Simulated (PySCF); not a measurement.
Input of a run (PBE0-D3(BJ)/def2-SVP geometry optimisation, gas phase (PySCF 2.14.0)), started from GFN2-xTB:
```
{"job": {"xc": "PBE0", "basis": "def2-SVP", "d3": "d3bj", "grid": 1, "shake": 0.01, "kind": "geom"}, "charge": 0, "multiplicity": 1}
C     -1.406010    -0.153640     0.444150
P      0.087540     0.750380    -0.048690
C      1.335000    -0.519880    -0.391130
O      0.552090     1.788020     0.898140
H     -1.731790    -0.863560    -0.315440
H     -2.217460     0.614310     0.581350
H     -1.225950    -0.622750     1.392960
H     -0.198140     1.254110    -1.320250
H      2.247940    -0.011840    -0.728350
H      1.591450    -1.010330     0.570790
H      1.003440    -1.250640    -1.099210
```

Output (energies in Eh, forces in Eh/bohr):
```
step   0  E = -496.48909132  max force = 0.029525
step   1  E = -496.49085008  max force = 0.007904
step   2  E = -496.49178812  max force = 0.002876
step   3  E = -496.49200837  max force = 0.001506
step   4  E = -496.49207421  max force = 0.000959
step   5  E = -496.49210210  max force = 0.000724
step   6  E = -496.49213127  max force = 0.000773
step   7  E = -496.49215384  max force = 0.000791
step   8  E = -496.49216829  max force = 0.000522
step   9  E = -496.49217321  max force = 0.000178
optimisation converged
```

Problem. Summarise the run.

Solution. The energy falls by 8.1 kJ/mol over 10 energy and gradient evaluations, the largest force component goes from 0.0295 to 1.8e-04 Eh/bohr, and the atoms move by 0.032 Å rms after alignment. The bond that changes most is P2–H8 (phosphoryl phosphorus to P–H hydrogen), which lengthens by 0.034 Å. Bonds longer at the end by more than 0.005 Å: 5 of 10; shorter: 2. Among the angles that change most is C1–P2–H8, from 105.0° to 102.1°. The energy never rose by more than 1e-6 Eh on the way. The first step brought 57 % of the lowering.

Problem. What are the final bond lengths?

Solution. C1–P2 1.815 Å, P2–C3 1.815 Å, P2=O4 1.494 Å, C1–H5 1.100 Å, C1–H6 1.099 Å, C1–H7 1.100 Å, P2–H8 1.431 Å, C3–H9 1.099 Å, C3–H10 1.100 Å, C3–H11 1.100 Å. Numbering counts from 1 in the input's order; the species is `C[PH](C)=O`.

The run used 95 basis functions and 64 SCF cycles in all.

No frequency check.
